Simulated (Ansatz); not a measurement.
A made-up structure of CH4BS (charge -1), closed shell:

C1  (-0.621, 0.365, -0.105)
B2  (0.751, -0.439, 0.054)
S3  (1.455, -0.931, 1.572)
H4  (-1.330, -0.197, -0.731)
H5  (-0.452, 1.316, -0.632)
H6  (1.457, -1.324, 0.254)
H7  (1.298, -0.696, -1.013)
(Å)

It is relaxed with PBE-D4/def2-SVPD and then PBE0-D4/def2-TZVPD (Ansatz 0.2.0). Atoms count as bonded within 1.22 times the sum of their covalent radii (H–H: 0.88 Å). The end point is not checked to be a true minimum.

Q: Does its bonding change? (A judgement: the text doesn't fix the answer.)

A: By the calculation: Yes. Formed: none; broken: B2–H6.

Where it ends: The first stage lowers the energy by 3.98 eV in 12 steps. It ends as CH₄BS ([CH2][BH][SH]), total charge -1:
```
atom    x (Å)    y (Å)    z (Å)
  C1  -0.5654   0.4536  -0.4614
  B2   0.4702  -0.5324  -0.2735
  S3   1.5748  -0.5174   1.2775
  H4  -1.2023   0.4555  -1.3467
  H5  -0.7942   1.2567   0.2415
  H6   2.3326  -1.5889   1.0011
  H7   0.7416  -1.4320  -1.0392
```

Labels in which every atom is bracketed show which atoms are joined, not bond orders.

For scale, one of the runs: PBE0-D4/def2-TZVPD relaxation, 156 basis functions, launched by `ansatz run in.yaml --threads 2 --pin off --events-out ev --progress --plain --max-ram 4352MiB`. The run took about 18 s on 2 CPU threads of an Arm Neoverse V1 (shared host).
